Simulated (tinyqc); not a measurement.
Coupled-perturbed Hartree-Fock on RHF in the sto-3g basis, for CH3-, spin multiplicity 1, step by step. The basis has no diffuse functions, so it cannot describe the extra electron: this is an exercise in the method, not the real anion. One step of it, computed by the program tinyqc.

Task: Iteration 8 (converged): orbitals. Diagonalise F' = X^T F X, C = X C', fill 5 alpha and 5 beta electrons from the bottom; D = 2 C_occ C_occ^T. Each column has its largest component positive (the first on a tie).

converged F (hartree), lower triangle:
```
             1C 1s      1C 2s     1C 2px     1C 2py    1C 2pz      2H 1s      3H 1s      4H 1s
1C 1s   -10.366773
1C 2s    -2.820273  -0.990415
1C 2px   -0.000002  -0.000061   0.260717
1C 2py    0.000000   0.000000   0.000000   0.261023
1C 2pz    0.009734   0.024876   0.000008   0.000000  0.225935
2H 1s    -0.720988  -0.505441  -0.228948   0.000000  0.036590  -0.104914
3H 1s    -0.720441  -0.505189   0.114508  -0.198218  0.036570  -0.165283  -0.104628
4H 1s    -0.720441  -0.505189   0.114508   0.198218  0.036570  -0.165283  -0.165283  -0.104628
```

X, lower triangle:
```
            1C 1s      1C 2s     1C 2px     1C 2py    1C 2pz      2H 1s      3H 1s     4H 1s
1C 1s    1.028468
1C 2s   -0.167442   1.441886
1C 2px   0.000002   0.000044   1.194221
1C 2py   0.000000   0.000000   0.000000   1.193931
1C 2pz   0.003871  -0.042489  -0.000007   0.000000  1.004323
2H 1s    0.025769  -0.346409  -0.350597   0.000000  0.035365   1.271663
3H 1s    0.025768  -0.346170   0.175315  -0.303369  0.035334  -0.032437   1.271389
4H 1s    0.025768  -0.346170   0.175315   0.303369  0.035334  -0.032437  -0.032382  1.271389
```

Give: F' = X^T F X; orbital energies; coefficients C; D after iteration 8.

Result:

F' = X^T F X (hartree), lower triangle:
```
          1        2        3        4       5        6        7       8
1  -10.1241
2   -1.5908   0.1191
3    0.0000   0.0000   0.6706
4    0.0000   0.0000   0.0000   0.6704
5    0.0170  -0.0498   0.0000   0.0000  0.2349
6   -0.1090  -0.4453  -0.5356   0.0000  0.0559   0.4036
7   -0.1088  -0.4451   0.2678  -0.4636  0.0559  -0.0613   0.4035
8   -0.1088  -0.4451   0.2678   0.4636  0.0559  -0.0613  -0.0612  0.4035
```

orbital energies (hartree): MO1 -10.3741, MO2 -0.4114, MO3 -0.0962, MO4 -0.0960, MO5 0.2238, MO6 1.0726, MO7 1.2312, MO8 1.2318

coefficients C:
```
            MO1      MO2      MO3      MO4      MO5      MO6      MO7      MO8
1C 1s    0.9920  -0.2091   0.0000   0.0000  -0.0364  -0.2424   0.0000  -0.0001
1C 2s    0.0365   0.5615   0.0000   0.0000   0.1688   1.4572   0.0000   0.0006
1C 2px   0.0000   0.0001   0.4500   0.0000   0.0000  -0.0003   0.0000   1.1866
1C 2py   0.0000   0.0000   0.0000   0.4500   0.0000   0.0000   1.1862   0.0000
1C 2pz  -0.0020  -0.0383   0.0000   0.0000   0.9870  -0.1965   0.0000  -0.0001
2H 1s   -0.0073   0.2665   0.5811   0.0000  -0.0411  -0.7310   0.0000  -0.9588
3H 1s   -0.0073   0.2663  -0.2907   0.5034  -0.0411  -0.7310  -0.8298   0.4791
4H 1s   -0.0073   0.2663  -0.2907  -0.5034  -0.0411  -0.7310   0.8298   0.4791
```

D after iteration 8, lower triangle:
```
          1C 1s   1C 2s   1C 2px   1C 2py   1C 2pz    2H 1s    3H 1s   4H 1s
1C 1s    2.0581
1C 2s   -0.1747  0.6903
1C 2px   0.0000  0.0000   0.4050
1C 2py   0.0000  0.0000   0.0000   0.4051
1C 2pz  -0.0598  0.2901   0.0000   0.0000   1.9512
2H 1s   -0.1230  0.2849   0.5230   0.0000  -0.1015   0.8208
3H 1s   -0.1229  0.2848  -0.2616   0.4531  -0.1014  -0.1923   0.8211
4H 1s   -0.1229  0.2848  -0.2616  -0.4531  -0.1014  -0.1923  -0.1925  0.8211
```
